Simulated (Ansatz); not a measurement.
## Worked example: correlation energy of HBN, quartet

Geometry: a point of a stretch scan, not a stationary point.

```xyz
3

B     0.0000   -0.1773    0.7790
N     0.0000    0.0953   -0.6990
H     0.0000    0.5775    1.3575
```

Basis 6-31G; Ansatz 0.2.0. Correlated methods freeze the noble-gas cores, which leaves 9 electrons in 18 orbitals. R marks a restricted (for open shells ROHF) determinant, U an unrestricted one.

Full CI is exact within this basis and frozen core; it isn't the basis-set limit. The frozen core follows each run's orbitals, which can shift R against U totals by a few meV.

Runs differ by some tens of microhartree through their thresholds and, for an open shell, their frozen cores, so steps under 0.1 kcal/mol mean nothing.

| level | total energy (hartree) |
| --- | --- |
| UHF | -79.501862 |
| UMP2 | -79.583528 |
| UCCSD | -79.603697 |
| UCCSD(T) | -79.605440 |
| UCCSDT | -79.605982 |
| UCCSDT(Q) | -79.606108 |
| full CI | -79.606082 |

**Question.** What is the correlation energy at full CI, and what share of it do UMP2 and UCCSDT recover?

**Answer.** E(corr) = -79.606082 − (-79.501862) = -0.104220 hartree = -2.836 eV. UMP2: -0.081666 / -0.104220 = 78.36 %. UCCSDT: -0.104120 / -0.104220 = 99.90 %.

**Question.** By how many kcal/mol does UCCSD(T) miss full CI (1 hartree = 627.509 kcal/mol), and which steps make up the rest?

**Answer.** -79.605440 − (-79.606082) = 0.000642 hartree = 0.40 kcal/mol. Steps: UCCSDT − UCCSD(T) = -0.34, UCCSDT(Q) − UCCSDT = -0.08, full CI − UCCSDT(Q) = 0.02 kcal/mol. That is within 1 kcal/mol of the reference in this basis, which itself misses far more of the correlation at the basis-set limit.
